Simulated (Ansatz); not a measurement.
# Graphite under PBE: ground state and equation of state

What does PBE give for carbon in the graphite structure? We relax it, solve it on a dense k-mesh, switch on spin-orbit coupling, then scale the cell to 7 volumes from 88 to 112 % of the relaxed one and try a fit of the equation of state. The k-meshes are 8×8×3 for the relaxation; 14×14×4 for the dense run; 11×11×3 for spin-orbit coupling; 14×14×4 for the volumes. The starting cell is the deposited one, from the Crystallography Open Database.

Method: DFT PBE, plane waves (420 eV) with PAW, scalar-relativistic, in Ansatz 0.2.0.

**1. The structure to begin with**

The structure is hexagonal, space group P6_3/mmc (No. 194). The conventional cell has a = 2.464 Å, b = 2.464 Å, c = 6.711 Å, α = 90.00°, β = 90.00°, γ = 120.00°. C (site symmetry -6m2) is surrounded by 3 C at 1.42 Å.

Structure file:

```
C
1.0
     2.46400    0.00000    0.00000
    -1.23200    2.13389    0.00000
     0.00000    0.00000    6.71100
C
4
Direct
  0.00000 0.00000 0.25000
  0.00000 0.00000 0.75000
  0.33333 0.66667 0.25000
  0.66667 0.33333 0.75000
```

**2. Relaxing cell and atoms**

input.yaml reads:

```yaml
crystal:
  lattice:
    - [2.4640014744, 0.0, 0.0]
    - [-1.2320007372, 2.1338878718, 0.0]
    - [0.0, 0.0, 6.711]
  atoms:
    - { symbol: C, position: [0.0, 0.0, 0.25] }
    - { symbol: C, position: [0.0, 0.0, 0.75] }
    - { symbol: C, position: [0.3333333333, 0.6666666667, 0.25] }
    - { symbol: C, position: [0.6666666667, 0.3333333333, 0.75] }
hamiltonian:
  xc: pbe
  pseudopotentials:
    kind: paw
    azcp:
      C: "pseudopotentials/C.paw.azcp"
basis:
  ecutwfc: 420
  fft_grid_basis: typed
kpoints:
  mp_grid: { grid: [8, 8, 3], shift: [0, 0, 0] }
magnetization:
  spin_polarized: false
scf:
  occupations: { method: fermi_dirac, width: 0.05 }
relax:
  max_steps: 60
  f_tol: 0.01
  cell: {}
```

After this run come: The energy on a finer k-mesh; A two-component run at the same geometry; At 88 % of the relaxed volume; At 92 % of the relaxed volume; At 96 % of the relaxed volume; At 100 % of the relaxed volume; At 104 % of the relaxed volume; At 108 % of the relaxed volume; At 112 % of the relaxed volume.

**Question.** What will these runs give? Wanted: space group; conventional cell; volume; shortest distance; gap on the mesh; gap with spin-orbit coupling, on another mesh; V₀, B₀, B₀′.

**Answer**, as computed:

```
                                     quantity                                   value
               space group (spins left aside)                      P6_3/mmc (No. 194)
                            conventional cell  a = 2.467 Å, c = 8.527 Å (c/a = 3.457)
                                       volume                          11.232 Å³/atom
                            shortest distance                                 1.424 Å
                  against the measured volume                 +27.3 % (8.821 Å³/atom)
                              gap on the mesh                                 1.13 eV
gap with spin-orbit coupling, on another mesh                                 1.43 eV
                                  V₀, B₀, B₀′            11.231 Å³/atom, 216 GPa, 3.6
```

What this shows: Against experiment, PBE misses the volume by +27.3 %. No dispersion term holds the layers, chains or molecules together, so the cell swells. The mesh shows a gap of 1.13 eV. Real carbon in this structure is a semimetal; the mesh holds no K point, where the bands touch, so this gap is an artefact of the mesh. The spin-orbit run has a gap of 1.43 eV against 1.13 eV; the two meshes hold different k-points, and a band edge that one misses the other may hit, so the change says little about spin-orbit coupling. The total energy of the spin-orbit run (on a coarser mesh) lies 0 meV/atom from the scalar one; mesh and treatment of the core enter this figure, so it is no spin-orbit energy. B₀ comes out at 216 GPa; even scaling stretches the bonds with the cell, so it lies well above the modulus that a cell free to change shape would show.
